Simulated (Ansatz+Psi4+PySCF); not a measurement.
## doublet B₃: levels of theory in one basis

```xyz
3

B    -0.4580    0.6179   -0.0539
B     0.4985   -0.5694    0.2254
B     0.8595    0.8516    0.7285
```

Basis set: cc-pVTZ (spherical functions). Left uncorrelated: 3 orbitals. Correlation on ROHF uses semicanonical orbitals with singles. Charge 0, multiplicity 2.

Computed with Ansatz (development build ahead of 0.2.0) and Psi4 1.11; each method stands on the lowest determinant of its kind that the runs found.

| method | E − E(ROHF) (eV) | <S²> of the determinant |
| --- | --- | --- |
| ROHF | 0.00 | 0.75 |
| UHF | -0.85 | 1.53 |
| ROHF-MP2 | -7.88 | – |
| UHF-MP2 | -6.97 | 1.53 |
| UHF-CCSD(T) | -9.03 | 1.53 |

Task: What does UHF-CCSD give on the same scale?

Result: -8.34 eV.

Caution for ROHF, ROHF-MP2: an unrestricted determinant lies well below; the determinant breaks the point group. Caution for UHF, UHF-MP2, UHF-CCSD, UHF-CCSD(T): the unrestricted determinant is spin contaminated. Caution for ROHF-MP2: another reference gives a lower total. Caution for UHF-MP2, UHF-CCSD, UHF-CCSD(T): large amplitudes, a single reference is doubtful.
